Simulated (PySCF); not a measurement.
3-chloropropanal, C3H5ClO.
Cartesian coordinates in Å at the PBE0-D3(BJ)/def2-SVP level; atoms count from 1:
```xyz
10
C3H5ClO angstrom
O      1.856    0.950    0.070
C      1.438   -0.114   -0.301
C     -0.002   -0.532   -0.214
C     -0.885    0.537    0.387
Cl    -2.583   -0.008    0.470
H      2.124   -0.880   -0.748
H     -0.344   -0.809   -1.227
H     -0.055   -1.468    0.371
H     -0.858    1.457   -0.210
H     -0.565    0.790    1.406
```

The closed-shell ground state was solved at several levels (PySCF, density fitting, gas phase, non-relativistic).

```json
{"level": "CAM-B3LYP/def2-SVPD", "basis functions": "150", "total energy (Eh)": "-652.3940", "HOMO (eV)": "-9.34", "LUMO (eV)": "0.09", "gap (eV)": "9.43", "dipole (D)": "2.06"}
{"level": "B3LYP/pcSseg-2", "basis functions": "257", "total energy (Eh)": "-652.8633", "HOMO (eV)": "-7.59", "LUMO (eV)": "-1.36", "gap (eV)": "6.23", "dipole (D)": "1.97"}
```

Question: What might PBE0/pcSseg-1 (117 basis functions) give for the same quantities?

Answer: Total energy -652.3279 Eh, HOMO -7.80 eV, LUMO -0.97 eV, gap 6.83 eV, dipole 2.00 D.

Question: Over all these levels, which gives the widest orbital gap and which the narrowest?

Answer: CAM-B3LYP/def2-SVPD (range-separated hybrid) has the widest, 9.43 eV, and B3LYP/pcSseg-2 (global hybrid, 20 % exact exchange) the narrowest, 6.23 eV. Functional and basis both differ between the two, so the spread mixes both effects.

Question: How far do the dipole and the HOMO energy spread over the levels?

Answer: The dipole runs from 1.97 to 2.06 D (mean 2.01 D) and the HOMO from -9.34 to -7.59 eV.

One conformer stands for the species.
